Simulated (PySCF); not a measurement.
## Ne: ionisation energy

Ne [Ne] (1S) → Ne⁺ [He] 2s2 2p5 (2P), as a difference of total energies. Computed with PySCF 2.14 in x2c-TZVPPall with one added diffuse shell each of s, p, d type (6s4p3d1f, 40 functions), with the spin-free X2C one-electron Hamiltonian (Gaussian nucleus). Correlated levels: valence: 1s2 frozen. The calculations carry no spin-orbit coupling.

| method | ionisation energy (eV) |
| --- | --- |
| UHF | 19.654 |
| MP2 (valence) | 21.571 |
| SCS-MP2 (valence) | 21.420 |
| CCSD (valence) | 21.304 |
| CCSD(T) (valence) | 21.363 |

Question: How much does correlation contribute at CCSD(T) (valence)?

Answer: 21.363 − (19.654) = 1.709 eV, measured against UHF.

Errors of the correlated levels include the incompleteness of this basis and the frozen core.

For comparison: 21.597 eV (measured; NIST levels, between the centres of gravity of the two terms).
